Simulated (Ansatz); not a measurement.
## Phonon frequency of some phosphides, arsenides and antimonides, all zinc-blende

Method: r²SCANh (plane waves, PAW; Ansatz, a quantum-chemistry and plane-wave program). References are measured values at room or unstated temperature, uncorrected unless marked, so that the deviations hold thermal and zero-point effects besides the level's error. The table is a random draw of 10 from 16 values with such references.

Values in cm⁻¹.

```csv
solid,reference,r²SCANh,deviation (%)
zinc-blende InP (L LO),340,336,-1.2
zinc-blende InP (X TA),68,71,+4.4
zinc-blende GaAs (X LA),225,226,+0.4
zinc-blende GaAs (L TO),264,262,-0.8
zinc-blende InP (L TO),317,309,-2.5
zinc-blende InP (X LO),332,330,-0.6
zinc-blende InP (X LA),193,181,-6.2
zinc-blende GaAs (L TA),63,65,+3.2
zinc-blende InP (L TA),55,56,+1.8
zinc-blende GaAs (L LA),207,212,+2.4
```

Over these 10 values the mean deviation is +0.1 %, the mean absolute deviation 2.4 % (median 2.1 %), and the worst case zinc-blende InP (X LA) at -6.2 %; the value is above the reference in 5 of 10 cases. Over all 16, from unrounded values, the mean deviation is 0.0 % and the mean absolute deviation 2.0 % (median 1.4 %).

Spin–orbit coupling is left out, also for the solids with elements from indium on (zinc-blende InP); its size isn't shown.

Differences are worked out from the printed values.

Each level is taken at its own relaxed cell. Ansatz's density-functional and Hartree–Fock values are scalar-relativistic unless marked +SOC, with PAW data made under PBE.

Not in this set, of the phosphides, arsenides and antimonides with a reference value in our tables and a result at some level: 16 for no value at r²SCANh (not run, a failed fit, an unstable or unbound cell, or a value held back for tests); 4 for a reference of another kind, counted apart. These can be a level's best or worst cases. At least 8 more with a reference value are held back for tests. Solids without a released value at any level aren't counted. Layered and molecular crystals are counted apart.

References as tabulated in Ioffe Institute, NSM Archive: InP, mechanic properties page; Giannozzi et al., Phys. Rev. B (1991).
